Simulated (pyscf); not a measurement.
Structures and frequencies: ωB97X-D3(BJ)/def2-SVP in PySCF. Correlated levels are frozen-core, on RHF or UHF. ΔMP2 is the change of the MP2 total energy from the triple- to the quadruple-zeta basis.

### Question
How much does it cost (ΔH, 298 K, CCSD(T)/def2-TZVPP + ΔMP2(QZVPP)) to split H₂N–SnH(F)–F at its N–Sn bond into NH₂• + F–SnH•–F?

### Answer
N–Sn to NH₂• + F–SnH•–F: 77.9 kcal/mol. The CCSD(T) − MP2 part came from Ansatz, without density fitting, on the same reference. The frozen core leaves the outer d or s,p core shells of the metals and heavy elements correlated in the MP2 and CC values, and def2-TZVPP describes them poorly, which can shift differences by a few kcal/mol. Elements past Kr carry the def2 core potentials, without spin-orbit coupling.
